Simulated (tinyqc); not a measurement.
Inside a calculation. Method: Pariser-Parr-Pople SCF with singles CI, for the molecule c1ccoc1 (SMILES; centres numbered as the heavy atoms are written). One step of it, computed by the program tinyqc.

Problem. PPP integrals. Ohno: gamma = 14.399645/sqrt(R^2 + a^2), a = 2 x 14.399645/(gamma_rr + gamma_ss); H_rr = -W_r - sum_(s != r) z_s gamma_rs; H_rs = beta for bonds.

Centres (angstrom, eV; a flat drawing with bonds scaled to 1.40 angstrom):

| centre | x | y | core charge z | W | gamma_rr |
|---|---|---|---|---|---|
| 1C | 1.191000 | 0.000000 | 1 | 11.160000 | 11.130000 |
| 2C | 0.368000 | 1.133000 | 1 | 11.160000 | 11.130000 |
| 3C | -0.963000 | 0.700000 | 1 | 11.160000 | 11.130000 |
| 4O | -0.963000 | -0.700000 | 2 | 33.000000 | 21.500000 |
| 5C | 0.368000 | -1.133000 | 1 | 11.160000 | 11.130000 |

Resonance integrals (eV):

| i | j | beta |
|---|---|---|
| 1 | 2 | -2.390000 |
| 2 | 3 | -2.390000 |
| 3 | 4 | -2.240000 |
| 4 | 5 | -2.240000 |
| 5 | 1 | -2.390000 |

Give: repulsion gamma_rs; core matrix H.

Solution.

repulsion gamma_rs (eV):
```
         1C       2C       3C       4O       5C
1C  11.1300   7.5528   5.5206   5.9239   7.5528
2C   7.5528  11.1300   7.5548   5.9230   5.5185
3C   5.5206   7.5548  11.1300   8.7008   5.5199
4O   5.9239   5.9230   8.7008  21.5000   8.7023
5C   7.5528   5.5185   5.5199   8.7023  11.1300
```

core matrix H (eV):
```
          1C        2C        3C        4O        5C
1C  -43.6339   -2.3900    0.0000    0.0000   -2.3900
2C   -2.3900  -43.6322   -2.3900    0.0000    0.0000
3C    0.0000   -2.3900  -47.1568   -2.2400    0.0000
4O    0.0000    0.0000   -2.2400  -62.2499   -2.2400
5C   -2.3900    0.0000    0.0000   -2.2400  -47.1557
```
